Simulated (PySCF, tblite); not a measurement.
# C₅H₆: changes of charge, electronic excitations, EPR parameters, part 1 of 2

What do calculations give for the changes of charge, electronic excitations, EPR parameters of C₅H₆ (`C=CC#CC`)?

Computed with tblite 0.8.0 and PySCF 2.14.0 and routines of our own; the level stands in each step. Atoms count from 0.

### Step 1. The system as given

11 atoms, charge 0, multiplicity 1; geometry from: start built from the parent or by distance geometry.

### Step 2. Optimising the geometry with GFN2-xTB

The job: settings as JSON, then the geometry in Å.

```
{"job": {"kind": "relax", "xc": "GFN2-xTB", "basis": "xTB"}, "charge": 0, "multiplicity": 1}
C     -2.310100     0.382800     0.897800
C     -1.630500    -0.580000     0.335000
C     -0.208000    -0.340900     0.082700
C      0.951100    -0.106100    -0.168200
C      2.376600     0.121400    -0.387000
H     -1.876300     1.340500     1.119400
H     -3.387700     0.197400     1.103200
H     -1.996100    -1.539200     0.116200
H      2.963600    -0.204200     0.518800
H      2.488300     1.208000    -0.584300
H      2.639900    -0.474300    -1.300500
```

Started as:

```
> OMP_NUM_THREADS=1 python redox_run.py task.json out
```

The driver reads the jobs from task.json and runs them one after another.

The log of the run:

```text
step      E/eV     max force
  0    -371.62897    3.153
  1    -371.77338    1.217
  2    -371.81125    0.993
  3    -371.82563    1.659
  4    -371.84210    0.590
  5    -371.84655    0.154
  6    -371.84858    0.129
  7    -371.85079    0.154
  8    -371.85141    0.098
  9    -371.85192    0.055
 10    -371.85225    0.056
 11    -371.85263    0.072
 12    -371.85305    0.063
 13    -371.85350    0.065
 14    -371.85389    0.066
 15    -371.85426    0.065
 16    -371.85468    0.063
 17    -371.85508    0.056
 18    -371.85531    0.033
 19    -371.85542    0.028
 20    -371.85550    0.032
 21    -371.85564    0.047
 22    -371.85583    0.050
 23    -371.85600    0.036
 24    -371.85613    0.036
 25    -371.85624    0.034
 26    -371.85643    0.046
 27    -371.85671    0.055
 28    -371.85704    0.052
 29    -371.85727    0.037
 30    -371.85741    0.023
 31    -371.85749    0.026
 32    -371.85754    0.019
 33    -371.85757    0.009
```

It took 0.2 s on 1 thread of Arm Neoverse N1, shared host.

Relaxation path: (not every step is listed)

| step | energy from step 0 (eV) | largest force (eV/Å) |
| --- | --- | --- |
| 0 | 0.0000 | 3.1534 |
| 1 | -0.1444 | 1.2170 |
| 2 | -0.1823 | 0.9928 |
| 3 | -0.1967 | 1.6586 |
| 4 | -0.2131 | 0.5901 |
| 5 | -0.2176 | 0.1544 |
| 6 | -0.2196 | 0.1292 |
| 7 | -0.2218 | 0.1543 |
| 8 | -0.2224 | 0.0985 |
| 10 | -0.2233 | 0.0564 |
| 12 | -0.2241 | 0.0629 |
| 14 | -0.2249 | 0.0655 |
| 16 | -0.2257 | 0.0626 |
| 18 | -0.2263 | 0.0327 |
| 20 | -0.2265 | 0.0317 |
| 22 | -0.2269 | 0.0503 |
| 24 | -0.2272 | 0.0362 |
| 26 | -0.2275 | 0.0464 |
| 28 | -0.2281 | 0.0524 |
| 29 | -0.2283 | 0.0366 |
| 30 | -0.2284 | 0.0226 |
| 31 | -0.2285 | 0.0260 |
| 32 | -0.2286 | 0.0188 |
| 33 | -0.2286 | 0.0095 |

Distances of close pairs at the start and the end, largest changes first:

| bond | before (Å) | after (Å) | change (Å) |
| --- | --- | --- | --- |
| C1–C2 | 1.464 | 1.411 | -0.053 |
| C4–H8 | 1.127 | 1.090 | -0.037 |
| C0–H6 | 1.113 | 1.077 | -0.036 |
| C1–H7 | 1.050 | 1.084 | +0.034 |
| C4–H10 | 1.122 | 1.090 | -0.032 |
| C0–C1 | 1.306 | 1.328 | +0.022 |
| C4–H9 | 1.110 | 1.090 | -0.020 |
| C3–C4 | 1.460 | 1.445 | -0.015 |

The end geometry stands in the next job.

### Step 3. Vibrational analysis with GFN2-xTB

The job: settings as JSON, then the geometry in Å.

```
{"job": {"kind": "ir", "xc": "GFN2-xTB", "basis": "xTB"}, "charge": 0, "multiplicity": 1}
C     -2.373318     0.378457     0.900371
C     -1.568873    -0.531107     0.361982
C     -0.201507    -0.303748     0.099060
C      0.965655    -0.123811    -0.131812
C      2.366067     0.099439    -0.409601
H     -2.014074     1.357986     1.169930
H     -3.413804     0.173945     1.087357
H     -1.935441    -1.515608     0.094605
H      2.968670    -0.209352     0.444968
H      2.545755     1.157310    -0.601696
H      2.671719    -0.478170    -1.282162
```

The log of the run:

```text
mode    cm-1     km/mol
  1     -10.2      0.02
  2     139.8      1.51
  3     194.6      3.22
  4     273.0      0.98
  5     307.5      0.01
  6     481.2      0.02
  7     651.3      0.07
  8     752.3      4.81
  9     876.3     10.47
 10     993.8     15.29
 11    1013.2      8.91
 12    1019.8     13.44
 13    1036.4      7.92
 14    1211.5     12.21
 15    1281.8      0.02
 16    1388.0      1.84
 17    1409.2      0.45
 18    1454.8      5.54
 19    1455.2      5.34
 20    1665.4      6.29
 21    2373.3     58.03
 22    2995.6     24.76
 23    2998.8     25.47
 24    3006.1     33.70
 25    3029.8     39.96
 26    3102.2     18.00
 27    3129.1     50.38
ZPE 228.787  H(298)-E 248.517  G(298)-E 150.416 kJ/mol  S 329.03 J/(mol K)
```

Run time: 0.39 s. Hardware: 1 thread of Arm Neoverse N1, shared host.

The strongest bands and the atoms that carry them (share of the mass-weighted mode):

| cm⁻¹ | km/mol | atoms |
| --- | --- | --- |
| 994 | 15.3 | H7 50 %, H5 41 % |
| 2373 | 58.0 | C3 50 %, C2 49 % |
| 2996 | 24.8 | H8 69 %, H10 14 % |
| 2999 | 25.5 | H10 47 %, H9 43 % |
| 3006 | 33.7 | H9 42 %, H10 32 %, H8 24 % |
| 3030 | 40.0 | H7 92 % |
| 3102 | 18.0 | H5 55 %, H6 40 % |
| 3129 | 50.4 | H6 52 %, H5 37 % |

### Step 4. Geometry optimisation at PBE0-D3(BJ)/def2-SVP

Settings changed since step 3:

```diff
@@ -1,2 +1,2 @@
-{"job": {"kind": "ir", "xc": "GFN2-xTB", "basis": "xTB"}, "charge": 0, "multiplicity": 1}
+{"job": {"xc": "PBE0", "basis": "def2-SVP", "d3": "d3bj", "grid": 1, "kind": "geom"}, "charge": 0, "multiplicity": 1}
 C     -2.373318     0.378457     0.900371
```

The log of the run:

```text
step   0  E = -193.67964452  max force = 0.018278
step   1  E = -193.68136300  max force = 0.001731
step   2  E = -193.68137735  max force = 0.000254
optimisation converged
```

Wall time 15 s (1 thread of Arm Neoverse N1, shared host).

Along the way:

| step | energy from step 0 (eV) | largest force component (eV/Å) |
| --- | --- | --- |
| 0 | 0.0000 | 0.9399 |
| 1 | -0.0468 | 0.0890 |
| 2 | -0.0472 | 0.0131 |

Distances of close pairs at the start and the end, largest changes first:

| bond | before (Å) | after (Å) | change (Å) |
| --- | --- | --- | --- |
| C0–H6 | 1.077 | 1.093 | +0.016 |
| C0–H5 | 1.078 | 1.093 | +0.015 |
| C0–C1 | 1.328 | 1.342 | +0.013 |
| C1–H7 | 1.084 | 1.097 | +0.013 |
| C2–C3 | 1.203 | 1.216 | +0.012 |
| C1–C2 | 1.411 | 1.423 | +0.012 |
| C4–H8 | 1.090 | 1.102 | +0.012 |
| C4–H9 | 1.090 | 1.101 | +0.011 |

The final coordinates are the input of the step that follows.

| at the end point | value |
| --- | --- |
| point group (found at 0.08 Å tolerance) | C1 |
| rotational constants (GHz, main isotopes) | 34.525, 2.118, 2.021 |
| dipole moment (D) | 0.67 |

### Step 5. Harmonic vibrations (C₅H₆): PBE0-D3(BJ)/def2-SVP

The job: settings as JSON, then the geometry in Å.

```
{"job": {"xc": "PBE0", "basis": "def2-SVP", "d3": "d3bj", "grid": 2, "kind": "hessian"}, "charge": 0, "multiplicity": 1}
C     -2.412684     0.385722     0.909181
C     -1.579437    -0.515952     0.368386
C     -0.199700    -0.290064     0.101826
C      0.980713    -0.121994    -0.135980
C      2.389818     0.090193    -0.414940
H     -2.067032     1.384390     1.187885
H     -3.462994     0.141796     1.085317
H     -1.965998    -1.507734     0.102646
H      3.014054    -0.217217     0.439532
H      2.599926     1.152325    -0.616989
H      2.714697    -0.491273    -1.292148
```

The log of the run:

```text
coarse grid: 9152 points
cycle   1  E = -193.6227718226  dE =  4.683e-01  |g| = 3.048e-01  |ddm| = 3.567e+00
cycle   2  E = -193.6315966273  dE = -8.825e-03  |g| = 2.512e-01  |ddm| = 6.263e-01
cycle   3  E = -193.6487028152  dE = -1.711e-02  |g| = 6.825e-02  |ddm| = 3.047e-01
cycle   4  E = -193.6494792402  dE = -7.764e-04  |g| = 4.088e-02  |ddm| = 8.911e-02
cycle   5  E = -193.6499097011  dE = -4.305e-04  |g| = 4.686e-03  |ddm| = 3.606e-02
cycle   6  E = -193.6499130829  dE = -3.382e-06  |g| = 2.854e-03  |ddm| = 7.037e-03
final grid: 88272 points
cycle   7  E = -193.6813767360  dE = -1.034e-05  |g| = 7.441e-03  |ddm| = 2.276e-02
cycle   8  E = -193.6813591147  dE =  1.762e-05  |g| = 1.101e-02  |ddm| = 1.569e-02
cycle   9  E = -193.6813908545  dE = -3.174e-05  |g| = 1.722e-03  |ddm| = 1.037e-02
cycle  10  E = -193.6813916664  dE = -8.119e-07  |g| = 3.024e-04  |ddm| = 1.731e-03
cycle  11  E = -193.6813916881  dE = -2.170e-08  |g| = 1.023e-04  |ddm| = 3.462e-04
cycle  12  E = -193.6813916908  dE = -2.653e-09  |g| = 2.467e-05  |ddm| = 1.007e-04
cycle  13  E = -193.6813916909  dE = -1.579e-10  |g| = 3.928e-06  |ddm| = 2.804e-05
cycle  14  E = -193.6813916909  dE = -4.320e-12  |g| = 8.779e-07  |ddm| = 6.058e-06
converged SCF energy = -193.6813916909

mode    cm-1
  1      15.4
  2     140.6
  3     191.1
  4     332.2
  5     400.2
  6     540.5
  7     706.8
  8     737.0
  9     943.2
 10    1009.4
 11    1025.6
 12    1030.4
 13    1040.1
 14    1209.8
 15    1301.7
 16    1388.2
 17    1427.6
 18    1441.8
 19    1442.2
 20    1704.7
 21    2365.8
 22    3047.9
 23    3137.8
 24    3143.0
 25    3164.0
 26    3175.9
 27    3281.5
ZPE 235.331  H(298)-E 254.369  G(298)-E 157.936 kJ/mol  S 323.44 J/(mol K)
```

Wall time 3.8 min (1 thread of Arm Neoverse N1, shared host); peak memory 1.5 GiB.

Zero-point energy 235.33 kJ/mol (xTB gave 228.79).

### Step 6. Single point (C5H6): wB97X-D3(BJ)/ma-def2-TZVP

Geometry: PBE0-D3(BJ)/def2-SVP.

Settings changed since step 5:

```diff
@@ -1,2 +1,2 @@
-{"job": {"xc": "PBE0", "basis": "def2-SVP", "d3": "d3bj", "grid": 2, "kind": "hessian"}, "charge": 0, "multiplicity": 1}
+{"job": {"kind": "sp", "xc": "wB97X", "basis": "ma-def2-TZVP", "d3": "d3bj", "grid": 2}, "charge": 0, "multiplicity": 1}
 C     -2.412684     0.385722     0.909181
```

The log of the run:

```text
coarse grid: 9152 points
cycle   1  E = -194.2140333612  dE =  6.828e-01  |g| = 2.647e-01  |ddm| = 3.326e+00
cycle   2  E = -194.2320238860  dE = -1.799e-02  |g| = 1.285e-01  |ddm| = 1.117e+00
cycle   3  E = -194.2356709033  dE = -3.647e-03  |g| = 4.847e-02  |ddm| = 2.629e-01
cycle   4  E = -194.2361813465  dE = -5.104e-04  |g| = 2.343e-02  |ddm| = 8.654e-02
cycle   5  E = -194.2363094523  dE = -1.281e-04  |g| = 4.977e-03  |ddm| = 3.657e-02
cycle   6  E = -194.2363174801  dE = -8.028e-06  |g| = 1.497e-03  |ddm| = 1.294e-02
final grid: 88272 points
cycle   7  E = -194.2211728843  dE = -3.103e-05  |g| = 2.444e-03  |ddm| = 1.502e-01
cycle   8  E = -194.2211733375  dE = -4.532e-07  |g| = 2.045e-03  |ddm| = 1.051e-02
cycle   9  E = -194.2211742567  dE = -9.192e-07  |g| = 4.734e-04  |ddm| = 2.315e-03
cycle  10  E = -194.2211743034  dE = -4.667e-08  |g| = 2.229e-04  |ddm| = 7.977e-04
cycle  11  E = -194.2211743159  dE = -1.253e-08  |g| = 3.937e-05  |ddm| = 2.945e-04
cycle  12  E = -194.2211743167  dE = -7.992e-10  |g| = 1.948e-05  |ddm| = 9.830e-05
converged SCF energy = -194.2211743167
```

Wall time 18 s (1 thread of Arm Neoverse N1, shared host); peak memory 0.68 GiB.

### Step 7. Single point (C₅H₆+ (doublet)): wB97X-D3(BJ)/ma-def2-TZVP

Geometry: PBE0-D3(BJ)/def2-SVP, that of another charge or spin state.

Settings changed since step 6:

```diff
@@ -1,2 +1,2 @@
-{"job": {"kind": "sp", "xc": "wB97X", "basis": "ma-def2-TZVP", "d3": "d3bj", "grid": 2}, "charge": 0, "multiplicity": 1}
+{"job": {"kind": "sp", "xc": "wB97X", "basis": "ma-def2-TZVP", "d3": "d3bj", "grid": 2}, "charge": 1, "multiplicity": 2}
 C     -2.412684     0.385722     0.909181
```

The log of the run:

```text
final grid: 88272 points
cycle   1  E = -193.8864705638  dE = -2.841e-02  |g| = 1.242e-01  |ddm| = 6.884e-01
cycle   2  E = -193.8924788529  dE = -6.008e-03  |g| = 7.217e-02  |ddm| = 3.617e-01
cycle   3  E = -193.8952402894  dE = -2.761e-03  |g| = 1.590e-02  |ddm| = 1.143e-01
cycle   4  E = -193.8954588609  dE = -2.186e-04  |g| = 7.567e-03  |ddm| = 2.218e-02
cycle   5  E = -193.8956160620  dE = -1.572e-04  |g| = 3.767e-03  |ddm| = 2.740e-02
cycle   6  E = -193.8956475676  dE = -3.151e-05  |g| = 1.887e-03  |ddm| = 9.436e-03
cycle   7  E = -193.8956557246  dE = -8.157e-06  |g| = 6.438e-04  |ddm| = 7.547e-03
cycle   8  E = -193.8956567147  dE = -9.900e-07  |g| = 3.298e-04  |ddm| = 2.657e-03
cycle   9  E = -193.8956569902  dE = -2.755e-07  |g| = 1.379e-04  |ddm| = 1.295e-03
cycle  10  E = -193.8956570693  dE = -7.903e-08  |g| = 8.012e-05  |ddm| = 6.491e-04
cycle  11  E = -193.8956570935  dE = -2.427e-08  |g| = 4.080e-05  |ddm| = 3.074e-04
cycle  12  E = -193.8956571014  dE = -7.847e-09  |g| = 1.394e-05  |ddm| = 2.283e-04
converged SCF energy = -193.8956571014
```

Wall time 37 s (1 thread of Arm Neoverse N1, shared host); peak memory 0.8 GiB.

### Step 8. Relaxing the molecule with GFN2-xTB

This step treats C5H6+ (doublet), labelled `[CH2][CH+]C#CC` (the label fixes atoms and charge, not where charge and spin sit).

The job: settings as JSON, then the geometry in Å.

```
{"job": {"kind": "relax", "xc": "GFN2-xTB", "basis": "xTB"}, "charge": 1, "multiplicity": 2}
C     -2.396400     0.379600     0.903900
C     -1.590200    -0.507300     0.345400
C     -0.182300    -0.297700     0.105000
C      0.978200    -0.107400    -0.156600
C      2.386600     0.086400    -0.403600
H     -2.078000     1.382700     1.179100
H     -3.462600     0.147600     1.074300
H     -1.954600    -1.498700     0.107700
H      3.023100    -0.224100     0.438300
H      2.590600     1.149600    -0.611700
H      2.707800    -0.495200    -1.299000
```

The log of the run:

```text
step      E/eV     max force
  0    -358.19975    4.319
  1    -358.04128    7.206
  2    -358.36950    1.008
  3    -358.38503    0.590
  4    -358.39613    0.320
  5    -358.41115    0.164
  6    -358.41350    0.142
  7    -358.41770    0.124
  8    -358.41911    0.107
  9    -358.42029    0.077
 10    -358.42084    0.064
 11    -358.42124    0.063
 12    -358.42148    0.046
 13    -358.42167    0.042
 14    -358.42182    0.041
 15    -358.42196    0.038
 16    -358.42209    0.031
 17    -358.42220    0.024
 18    -358.42227    0.026
 19    -358.42234    0.025
 20    -358.42240    0.026
 21    -358.42247    0.023
 22    -358.42254    0.021
 23    -358.42259    0.017
 24    -358.42263    0.021
 25    -358.42268    0.016
 26    -358.42272    0.016
 27    -358.42275    0.015
 28    -358.42278    0.014
 29    -358.42281    0.014
 30    -358.42284    0.015
 31    -358.42286    0.013
 32    -358.42289    0.014
 33    -358.42292    0.017
 34    -358.42297    0.020
 35    -358.42304    0.022
 36    -358.42308    0.012
 37    -358.42310    0.009
```

Run time: 0.23 s. Hardware: 1 thread of Arm Neoverse N1, shared host.

Step by step: (not every step is listed) (the energy doesn't fall at every step)

| step | energy from step 0 (eV) | largest force (eV/Å) |
| --- | --- | --- |
| 0 | 0.0000 | 4.3188 |
| 1 | 0.1585 | 7.2063 |
| 2 | -0.1698 | 1.0078 |
| 3 | -0.1853 | 0.5903 |
| 4 | -0.1964 | 0.3196 |
| 5 | -0.2114 | 0.1637 |
| 6 | -0.2138 | 0.1415 |
| 7 | -0.2180 | 0.1236 |
| 8 | -0.2194 | 0.1068 |
| 10 | -0.2211 | 0.0639 |
| 12 | -0.2217 | 0.0462 |
| 14 | -0.2221 | 0.0406 |
| 16 | -0.2223 | 0.0313 |
| 18 | -0.2225 | 0.0259 |
| 20 | -0.2226 | 0.0265 |
| 22 | -0.2228 | 0.0211 |
| 24 | -0.2229 | 0.0210 |
| 26 | -0.2230 | 0.0164 |
| 28 | -0.2230 | 0.0136 |
| 30 | -0.2231 | 0.0147 |
| 32 | -0.2231 | 0.0139 |
| 33 | -0.2232 | 0.0171 |
| 34 | -0.2232 | 0.0202 |
| 35 | -0.2233 | 0.0220 |
| 36 | -0.2233 | 0.0122 |
| 37 | -0.2233 | 0.0094 |

Close pairs (by a distance rule), those that changed most:

| bond | before (Å) | after (Å) | change (Å) |
| --- | --- | --- | --- |
| C1–C2 | 1.444 | 1.379 | -0.065 |
| C0–C1 | 1.322 | 1.365 | +0.043 |
| C3–C4 | 1.443 | 1.404 | -0.039 |
| C2–C3 | 1.205 | 1.230 | +0.026 |
| C0–H6 | 1.104 | 1.079 | -0.025 |
| C4–H10 | 1.115 | 1.094 | -0.021 |
| C4–H9 | 1.102 | 1.093 | -0.009 |
| C0–H5 | 1.088 | 1.080 | -0.007 |

The next job starts from the end point, and lists it.

### Step 9. Vibrational analysis with GFN2-xTB

The job: settings as JSON, then the geometry in Å.

```
{"job": {"kind": "ir", "xc": "GFN2-xTB", "basis": "xTB"}, "charge": 1, "multiplicity": 2}
C     -2.371328     0.397713     0.891977
C     -1.543625    -0.542087     0.348081
C     -0.211417    -0.298823     0.088762
C      0.980802    -0.111570    -0.150498
C      2.339733     0.106359    -0.425585
H     -2.012792     1.381465     1.157976
H     -3.411685     0.176943     1.076692
H     -1.915491    -1.531130     0.098780
H      2.935805    -0.229887     0.436821
H      2.558890     1.167662    -0.567564
H      2.673319    -0.501113    -1.272653
```

The log of the run:

```text
mode    cm-1     km/mol
  1     -35.9     15.55
  2     140.2      6.33
  3     174.7      9.75
  4     287.4      3.41
  5     291.4      1.99
  6     460.2      4.04
  7     479.9      3.38
  8     740.3     50.30
  9     776.3      5.56
 10     859.6     67.03
 11     904.9      7.80
 12     969.2     41.45
 13    1003.0      7.36
 14    1214.3      7.65
 15    1230.2     85.46
 16    1252.3    182.17
 17    1281.1    100.94
 18    1346.4     15.10
 19    1387.9     80.17
 20    1512.9    210.03
 21    2225.5    145.26
 22    2870.3     91.28
 23    2958.7     98.44
 24    2979.2     28.96
 25    3026.1     10.94
 26    3079.2     44.50
 27    3121.2     13.10
ZPE 218.966  H(298)-E 239.236  G(298)-E 139.831 kJ/mol  S 333.40 J/(mol K)
```

It took 0.44 s on 1 thread of Arm Neoverse N1, shared host.

The strongest bands and the atoms that carry them (share of the mass-weighted mode):

| cm⁻¹ | km/mol | atoms |
| --- | --- | --- |
| 1230 | 85.5 | H8 36 %, H9 29 %, H10 24 % |
| 1252 | 182.2 | H9 20 %, H8 18 %, H10 14 %, H5 11 % |
| 1281 | 100.9 | H10 22 %, H9 16 %, H5 13 %, C4 11 % |
| 1388 | 80.2 | C4 21 %, H6 16 %, H5 11 % |
| 1513 | 210.0 | C1 50 %, C0 31 % |
| 2226 | 145.3 | C2 48 %, C3 48 % |
| 2870 | 91.3 | H8 89 % |
| 2959 | 98.4 | H10 86 % |

### Step 10. Relaxing the molecule at PBE0-D3(BJ)/def2-SVP

This step treats C5H6+ (doublet), labelled `[CH2][CH+]C#CC` (the label fixes atoms and charge, not where charge and spin sit).

Settings changed since step 9:

```diff
@@ -1,2 +1,2 @@
-{"job": {"kind": "ir", "xc": "GFN2-xTB", "basis": "xTB"}, "charge": 1, "multiplicity": 2}
+{"job": {"xc": "PBE0", "basis": "def2-SVP", "d3": "d3bj", "grid": 1, "kind": "geom"}, "charge": 1, "multiplicity": 2}
 C     -2.371328     0.397713     0.891977
```

The log of the run:

```text
step   0  E = -193.36466908  max force = 0.020084
step   1  E = -193.36626879  max force = 0.002115
step   2  E = -193.36628653  max force = 0.000409
step   3  E = -193.36629052  max force = 0.000241
optimisation converged
```

It took 34 s on 1 thread of Arm Neoverse N1, shared host.

The steps of the relaxation:

| step | energy from step 0 (eV) | largest force component (eV/Å) |
| --- | --- | --- |
| 0 | 0.0000 | 1.0328 |
| 1 | -0.0435 | 0.1088 |
| 2 | -0.0440 | 0.0210 |
| 3 | -0.0441 | 0.0124 |

Distances of close pairs at the start and the end, largest changes first:

| bond | before (Å) | after (Å) | change (Å) |
| --- | --- | --- | --- |
| C3–C4 | 1.404 | 1.426 | +0.022 |
| C0–C1 | 1.365 | 1.386 | +0.021 |
| C0–H6 | 1.079 | 1.094 | +0.015 |
| C0–H5 | 1.080 | 1.094 | +0.014 |
| C1–H7 | 1.086 | 1.098 | +0.012 |
| C2–C3 | 1.230 | 1.242 | +0.012 |
| C4–H8 | 1.101 | 1.110 | +0.009 |
| C4–H9 | 1.093 | 1.101 | +0.008 |

The final coordinates are the input of the step that follows.

| at the end point | value |
| --- | --- |
| point group (found at 0.08 Å tolerance) | C1 |
| rotational constants (GHz, main isotopes) | 32.131, 2.166, 2.055 |
| ⟨S²⟩ | 0.771 |

### Step 11. Harmonic vibrations (C₅H₆+ (doublet), [CH2][CH+]C#CC): PBE0-D3(BJ)/def2-SVP

The job: settings as JSON, then the geometry in Å.

```
{"job": {"xc": "PBE0", "basis": "def2-SVP", "d3": "d3bj", "grid": 2, "kind": "hessian"}, "charge": 1, "multiplicity": 2}
C     -2.388505     0.394078     0.890837
C     -1.548807    -0.562586     0.341830
C     -0.218612    -0.308210     0.087451
C      0.982014    -0.104541    -0.156077
C      2.365227     0.118786    -0.420243
H     -2.020213     1.393162     1.143870
H     -3.441242     0.163209     1.080795
H     -1.939465    -1.558544     0.094803
H      2.938291    -0.228979     0.464411
H      2.588645     1.188030    -0.561197
H      2.709168    -0.479399    -1.280028
```

The log of the run:

```text
coarse grid: 9152 points
cycle   1  E = -193.3228005568  dE =  7.538e-01  |g| = 1.352e-01  |ddm| = 2.501e+00
cycle   2  E = -193.3273567819  dE = -4.556e-03  |g| = 1.165e-01  |ddm| = 3.948e-01
cycle   3  E = -193.3342223156  dE = -6.866e-03  |g| = 3.781e-02  |ddm| = 1.406e-01
cycle   4  E = -193.3350102973  dE = -7.880e-04  |g| = 2.022e-02  |ddm| = 5.401e-02
cycle   5  E = -193.3352864389  dE = -2.761e-04  |g| = 5.013e-03  |ddm| = 2.318e-02
cycle   6  E = -193.3353214222  dE = -3.498e-05  |g| = 4.877e-03  |ddm| = 1.160e-02
cycle   7  E = -193.3353418695  dE = -2.045e-05  |g| = 2.097e-03  |ddm| = 7.058e-03
cycle   8  E = -193.3353473705  dE = -5.501e-06  |g| = 4.810e-04  |ddm| = 4.757e-03
final grid: 88272 points
cycle   9  E = -193.3662991249  dE = -1.630e-05  |g| = 3.306e-03  |ddm| = 1.468e-02
cycle  10  E = -193.3662992907  dE = -1.658e-07  |g| = 3.385e-03  |ddm| = 6.044e-03
cycle  11  E = -193.3663049736  dE = -5.683e-06  |g| = 7.395e-04  |ddm| = 3.211e-03
cycle  12  E = -193.3663053085  dE = -3.349e-07  |g| = 1.748e-04  |ddm| = 7.990e-04
cycle  13  E = -193.3663053276  dE = -1.913e-08  |g| = 9.506e-05  |ddm| = 2.149e-04
cycle  14  E = -193.3663053363  dE = -8.746e-09  |g| = 3.815e-05  |ddm| = 1.534e-04
cycle  15  E = -193.3663053391  dE = -2.726e-09  |g| = 2.364e-05  |ddm| = 9.719e-05
cycle  16  E = -193.3663053402  dE = -1.139e-09  |g| = 1.061e-05  |ddm| = 7.760e-05
cycle  17  E = -193.3663053404  dE = -1.996e-10  |g| = 5.447e-06  |ddm| = 3.095e-05
cycle  18  E = -193.3663053404  dE = -4.360e-11  |g| = 2.907e-06  |ddm| = 1.276e-05
converged SCF energy = -193.3663053404

mode    cm-1
  1      28.5
  2     138.4
  3     180.7
  4     324.7
  5     394.9
  6     525.2
  7     565.6
  8     755.1
  9     884.5
 10     936.9
 11    1001.8
 12    1029.2
 13    1034.5
 14    1248.3
 15    1270.8
 16    1328.5
 17    1359.8
 18    1406.1
 19    1449.9
 20    1556.2
 21    2274.0
 22    3010.8
 23    3109.4
 24    3164.8
 25    3174.2
 26    3184.7
 27    3301.4
ZPE 231.111  H(298)-E 250.446  G(298)-E 152.379 kJ/mol  S 328.92 J/(mol K)
```

Run time: 8 min. Hardware: 1 thread of Arm Neoverse N1, shared host; peak memory 1.6 GiB.

Zero-point energy 231.11 kJ/mol (xTB gave 218.97).

(Continued in part 2 of 2.)
